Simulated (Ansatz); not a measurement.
Results of PBE-D4 (Ansatz, a first-principles code, plane waves, PAW) for fcc Ni.

Numerical settings: plane-wave cutoff 520 eV, 26×26×26 k mesh, Fermi–Dirac smearing 0.05 eV, spin-polarised with parallel moments, scalar-relativistic PAW data made under PBE.

Energies at three volumes about the minimum:

```csv
V (Å³/atom),E − E_lowest (meV/atom)
10.351,2.96
10.563,0.00
10.774,2.77
```

Problem. Fit a parabola by hand: where is the minimum, and what is the bulk modulus?

Solution. Slopes: (0.00 − 2.96)/(10.563 − 10.351) = -13.962 and (2.77 − 0.00)/(10.774 − 10.563) = 13.128 meV/Å³. Curvature E″ = 2 × (13.128 − (-13.962))/(10.774 − 10.351) = 128.085 meV/Å⁶. From the middle of the first interval, the slope vanishes at V0 = 10.4570 − (-13.962)/128.085 = 10.566 Å³/atom. B = V0 E″ = 10.566 × 128.085 meV/Å³ × 0.1602 GPa per meV/Å³ = 217 GPa. The full Birch–Murnaghan fit to all volumes gives V0 = 10.562 Å³/atom and B0 = 217 GPa.

Measured, for comparison: bulk modulus 192 GPa (0 K value with the zero-point phonon effect removed, our sources range from 186 to 195; as tabulated in Mejia-Rodriguez and Trickey (2018), arXiv:1807.09216); equilibrium volume per atom 10.79 Å³/atom (static lattice: zero-point anharmonic expansion removed; as tabulated in Mejia-Rodriguez and Trickey (2018), arXiv:1807.09216). Computed (rounded) less measured: bulk modulus +13 % (+11 % to +17 % over the range), equilibrium volume per atom -2.1 %.
